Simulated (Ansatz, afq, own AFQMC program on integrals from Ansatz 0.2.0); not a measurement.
Two steps: Ansatz 0.2.0 writes the Fock matrix and Cholesky factors of the valence space, and afq projects on them the lowest state that overlaps trial and start.

```yaml
crystal:
  periodic: [false, false, false]
  atoms:
    - {symbol: B, position_ang: [0.000000, 0.000000, 0.000000]}
    - {symbol: B, position_ang: [0.000000, 0.000000, 1.640578]}
basis:
  gaussian: {orbitals: cc-pVDZ}
magnetization: {spin_polarized: false, initial_magnetization: 2}
correlation: {method: ccsd_t, electrons: outside_noble_gas, hamiltonian_folder: ham}
```

```sh
$ ansatz run in.yaml --threads 1 --pin off --events-out ev --progress --plain --max-ram 16896MiB --backend cuda --devices 0, --max-vram 18GiB
```

Options of the walk:

```
--method free --trial cisd --walkers 4000 --time-step 0.03 --max-blocks 4000 --target-error 0.0003 --factor-cut 1e-05 --seed 8898 --times 0,0.3,0.6,1.2,1.8,2.4,3.6,4.8,6 --taylor-order 8
```

Times are imaginary, in 1/Eh. The walk had a cap of 61 s.

afq prints:

```
orbitals 26  electrons 4 2  factors 184 of 266
reference energy -49.08420085 Eh
CCSD correlation -0.17278199 Eh in 12 cycles, weight of the determinant in the CISD state 0.8101
repeat  energy at the last time / Eh  error
    10  -49.274432  0.000374
    20  -49.274619  0.000241
    30  -49.274582  0.000164
time / (1/Eh)  energy / Eh  error  mean overlap
  0.00  -49.257097  0.000029  1.2357
  0.30  -49.263424  0.000056  1.2369
  0.60  -49.266895  0.000064  1.2396
  1.20  -49.270421  0.000069  1.2487
  1.80  -49.271982  0.000073  1.2601
  2.40  -49.272781  0.000085  1.2718
  3.60  -49.273676  0.000085  1.2961
  4.80  -49.274158  0.000129  1.3201
  6.00  -49.274594  0.000159  1.3412
energy -49.274594 +/- 0.000159 Eh
```

The run failed at least one of its tests; the cautions name the faults.

Against this walk (error 4.3 meV) on the same determinant: CCSD(T) 94.4 meV higher, CCSDT(Q) 8.2 meV higher (within the noise), CCSDTQ 1.5 meV higher (within the noise), full CI 1.8 meV lower (within the noise). The error is statistical, and a free projection of finite length keeps a remainder of its start. The last points still move (meV from the last: 71.1 ± 2.0 at 1.80, 49.3 ± 2.3 at 2.40, 25.0 ± 2.3 at 3.60, 12 ± 4 at 4.80, 0 ± 4 at 6.00), but the last one has reached full CI within the noise or passed it, so little can be left to fall.

Cautions: remainder of the start not in the error; start not forgotten; a spin-contaminated unrestricted determinant lies lower (UHF 1.51 eV lower, ⟨S²⟩ 2.89); the search met a lower determinant of the same kind, perhaps of another symmetry (578 meV lower), and this one is a saddle point; strong correlation (T1 0.041, weight of the determinant 0.81, largest double 0.29); (T) is large, 8 % of the CCSD correlation.

The walk took 26 s on 1 × NVIDIA H100 80GB HBM3 with 2 threads of AMD EPYC 7R13 Processor (Zen 3), with other jobs on the host (the card was shared). The log's last line is the free-projection energy.

CCSDT and higher add their correlation energy to the determinant of the CCSD(T) run, since their own runs factorise the integrals more tightly (a shift of under 2 meV). A walk keeps the symmetry of its determinant, which the program's search chose and which needn't be the lowest solution, so a lower state of the same spin and another symmetry isn't excluded.
